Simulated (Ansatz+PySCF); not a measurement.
Two shapes of singlet CH4S.

Shape 1:

```xyz
6

C     0.0000   -0.0273   -1.1485
S     0.0000   -0.0596    0.6634
H     0.0000   -1.0768   -1.4741
H    -0.8999    0.4586   -1.5509
H     0.8999    0.4586   -1.5509
H     0.0000    1.2772    0.8519
```

Shape 2:

```xyz
6

C    -0.0258   -0.0088   -1.1099
S     0.0283   -0.0187    0.6579
H    -0.0118   -1.1245   -1.4832
H    -0.9293    0.4768   -1.5148
H     0.8967    0.4321   -1.5932
H    -0.0475    1.2636    0.8444
```

Basis set: def2-SVP (spherical functions). Correlated methods keep 6 orbitals frozen. Charge 0, multiplicity 1.

Computed with Ansatz (development build ahead of 0.2.0); each method stands on the lowest determinant of its kind that the runs found.

Problem. Which shape is lower in energy, and by how much in each method?

Solution.

```
              method  E(2) − E(1) (eV)
                 UHF             0.203
             UHF-MP2             0.169
 PBE0 (unrestricted)             0.172
  ωB97X (restricted)             0.167
ωB97X (unrestricted)             0.167
```

Shape 1 is lower.
